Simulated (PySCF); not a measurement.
Compound: C2H6Si.
Numbering: `[CH2:1]1[CH2:2][SiH2:3]1` (hydrogens: H4, H5 on C1; H6, H7 on C2; H8, H9 on Si3)

Structure used (GFN2-xTB), in Å, numbered top down from 1:
```
atom  x, y, z in Å
C1    -0.6181    0.7007    0.1944
C2    -0.5094   -0.7411   -0.3202
Si3    1.1433    0.0436    0.1188
H4    -1.1129    0.8247    1.1475
H5    -0.9586    1.4334   -0.5239
H6    -0.7819   -0.8947   -1.3550
H7    -0.9376   -1.5033    0.3157
H8     1.7866   -0.3498    1.3591
H9     2.0023    0.4926   -0.9617
```

The closed-shell SCF was solved with PySCF and density fitting under several settings on one GFN2-xTB geometry (grid level 2 and gas phase unless stated).

```csv
settings,basis functions,SCF cycles,E (Eh),HOMO (eV),LUMO (eV),dipole (D)
PBE0/pcSseg-1,88,10,-369.0221,-6.88,0.44,0.07
B3LYP/def2-SVPD,112,12,-369.1450,-6.65,0.05,0.06
"OPBE/6-31++G**, grid level 3",94,13,-369.1905,-5.72,-0.63,0.20
"PBE0/6-311+G(2d,p), grid level 1",125,8,-369.0751,-6.84,-0.02,0.00
"OLYP/6-31++G**, start guess huckel, energy threshold 1e-08 Eh",94,11,-369.2174,-5.58,-0.73,0.13
```

Estimate the rows for these settings: (1) PBE0/IGLO-II, grid level 4; (2) PBE0/aug-pcSseg-1, IEF-PCM chloroform, energy threshold 1e-06 Eh.

```
                                                        settings  basis functions  SCF cycles     E (Eh)  HOMO (eV)  LUMO (eV)  dipole (D)
                                      PBE0/IGLO-II, grid level 4              115          10  -369.0509      -6.83       0.55        0.04
PBE0/aug-pcSseg-1, IEF-PCM chloroform, energy threshold 1e-06 Eh              139           6  -369.0267      -6.82      -0.03        0.00
```

Over all rows, what range does the HOMO–LUMO gap span?

From 4.85 eV (OLYP/6-31++G**, start guess huckel, energy threshold 1e-08 Eh) to 7.38 eV (PBE0/IGLO-II, grid level 4). The functional of the narrowest has no exact exchange, that of the widest 25 % exact exchange.

Compare two rows with the functional PBE0: PBE0/IGLO-II, grid level 4 and PBE0/6-311+G(2d,p), grid level 1. Which energy is lower, and by how much?

PBE0/6-311+G(2d,p), grid level 1 (125 functions) lies 0.0242 Eh or 15 kcal/mol below PBE0/IGLO-II, grid level 4 (115 functions).

Cycle counts include a coarse-grid stage where the run had one. All basis functions are spherical, in the Pople sets too. Geometry: GFN2-xTB; no vibrations or thermal averaging.
